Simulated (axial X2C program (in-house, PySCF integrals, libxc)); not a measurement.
# Bond lengths and stretching modes, held linear, of NAlN

Computed with an axial X2C code built on PySCF integrals: two-component X2C with atomic mean-field Coulomb and Gaunt terms, Gaussian nuclei, basis N dyall-av3z, Al dyall-v3z with contracted cores. Spin-free rows use the one-electron spin-free X2C Hamiltonian.

Masses N 14.003, Al 26.982, N 14.003 u. States: 2c Ω = 5/2 (beyond evenly filled blocks: ω = -1/2, 2 × ω = 3/2); spin-free M_S = 3/2, Λ = 1 (beyond evenly filled blocks: 2 × π+α, π+β, 2 × π-α).

PBE, 2c: energies above the lowest point

| r(N–Al) (Å) | r(Al–N) (Å) | E (meV) |
| --- | --- | --- |
| 1.7570 | 1.7570 | 85.29 |
| 1.7570 | 1.8020 | 40.16 |
| 1.7570 | 1.8470 | 35.29 |
| 1.8020 | 1.7570 | 40.16 |
| 1.8020 | 1.8020 | 0.05 |
| 1.8020 | 1.8470 | 0.00 |
| 1.8020 | 1.8921 | 31.42 |
| 1.8470 | 1.7570 | 35.29 |
| 1.8470 | 1.8020 | 0.00 |
| 1.8470 | 1.8470 | 4.59 |
| 1.8921 | 1.8020 | 31.42 |
| 1.8921 | 1.8921 | 80.66 |

**Question.** Fit a quadratic surface with cubic terms in each bond: where is the minimum, and what are the two stretching wavenumbers?

**Answer.** At PBE, 2c: bonds 1.822 and 1.822 Å; harmonic stretches 625.4 and 785.0 cm⁻¹; force constants 2.86, 2.86 and coupling 0.37 mdyn/Å.

The other levels and Hamiltonians give:

| Hamiltonian | level | r(N–Al) (Å) | r(Al–N) (Å) | lower stretch (cm⁻¹) | upper stretch (cm⁻¹) |
| --- | --- | --- | --- | --- | --- |
| 2c | PBE0 | 1.800 | 1.800 | 650.6 | 711.0 |
| spin-free | PBE0 | 1.800 | 1.800 | 650.6 | 711.2 |
| spin-free | PBE | 1.822 | 1.822 | 625.4 | 785.1 |

Each state is one determinant, the lowest of a limited PBE0 search; the stretches come from a fit to these few points and carry an uncertainty of a few per cent. Other orders of the atoms were not compared. Left out for rough or failed fits: HF 2c, MP2 2c, HF spin-free, MP2 spin-free. The molecule was held linear; bending was not examined, so a bent shape may lie lower. Note: functional without a current term on a determinant with orbital currents, of the molecule or an atom. Note: several unpaired electrons, one determinant need not be a pure state.
